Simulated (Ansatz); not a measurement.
# Titanium, hcp: convergence with the plane-wave cutoff

Computed with Ansatz, PBE, scalar-relativistic PAW, on the relaxed cell (a = 2.939 Å, c = 4.656 Å (c/a = 1.584); spin not included). Errors count from a run at 420 eV on a Γ-centred 20×20×11 mesh with Fermi-Dirac smearing of 0.1 eV, extrapolated to zero width. Fixed here: mesh 12×12×7, Fermi-Dirac width 0.1 eV. The pressure holds a Pulay correction and is unreliable far below the recommended cutoff. The SCF starts from atomic densities corrected by a trained network.

| cutoff (eV) | E(σ→0) error (meV/atom) | P (GPa) | SCF iterations |
| --- | --- | --- | --- |
| 200 | 5310.6 | 12.75 | 6 |
| 250 | 987.0 | -1.84 | 6 |
| 300 | 128.6 | -0.22 | 6 |
| 350 | 8.0 | 0.02 | 6 |
| 420 | 0.1 | 0.01 | 6 |
| 500 | -0.7 | 0.01 | 6 |
| 600 | -1.2 | 0.01 | 6 |
| 800 | -1.5 | 0.00 | 6 |

What does the run at 150 give (cutoff)?

E(σ→0) error (meV/atom): 23835.9; P (GPa): -24.91; SCF iterations: 7.

Within 5 meV/atom of the last row: from 420 eV on.
